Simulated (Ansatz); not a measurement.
C3H2F2O (`C=C1OC1(F)F`). Total charge 0; spin multiplicity 1.

Cartesian coordinates in Å:
```
C 1.455 0.018 -0.280
C 0.205 -0.052 0.105
O -0.528 -0.426 1.223
C -1.210 0.035 0.100
F -1.872 1.170 0.248
F -1.993 -0.842 -0.504
H 2.257 -0.278 0.382
H 1.686 0.375 -1.273
```

Give the diagnostics of a CCSD(T)/def2-TZVPP run (frozen core, Ansatz 0.2.0). (Estimate.)

Ansatz gave: T1 = 0.0137, largest single amplitude 0.033, largest double 0.100, (T) share of the correlation energy 3.9 %, 10 CCSD cycles. The RHF solution is stable towards an unrestricted one. T1 lies under the customary mark of 0.02 for closed shells.
